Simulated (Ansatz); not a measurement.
Tetradymite Bi₂Se₃, treated with PBEsol-D3(BJ) (Ansatz, a first-principles code, plane waves, PAW).

Settings: plane-wave cutoff 520 eV, 10×10×10 k mesh, Fermi–Dirac smearing 0.01 eV, scalar-relativistic PAW data made under PBE.

Energies at three volumes about the minimum:

```json
[
 {"V (Å³/atom)": "26.078", "E − E_lowest (meV/atom)": "1.77"},
 {"V (Å³/atom)": "26.610", "E − E_lowest (meV/atom)": "0.00"},
 {"V (Å³/atom)": "27.142", "E − E_lowest (meV/atom)": "1.57"}
]
```

Fit a parabola by hand: where is the minimum, and what is the bulk modulus?

Slopes: (0.00 − 1.77)/(26.610 − 26.078) = -3.327 and (1.57 − 0.00)/(27.142 − 26.610) = 2.951 meV/Å³. Curvature E″ = 2 × (2.951 − (-3.327))/(27.142 − 26.078) = 11.801 meV/Å⁶. From the middle of the first interval, the slope vanishes at V0 = 26.3440 − (-3.327)/11.801 = 26.626 Å³/atom. B = V0 E″ = 26.626 × 11.801 meV/Å³ × 0.1602 GPa per meV/Å³ = 50.3 GPa. The full Birch–Murnaghan fit to all volumes gives V0 = 26.609 Å³/atom and B0 = 49.9 GPa.

Shape and atoms are relaxed at each volume.

Note: the bulk modulus comes from volumes at which shape and atoms were relaxed.
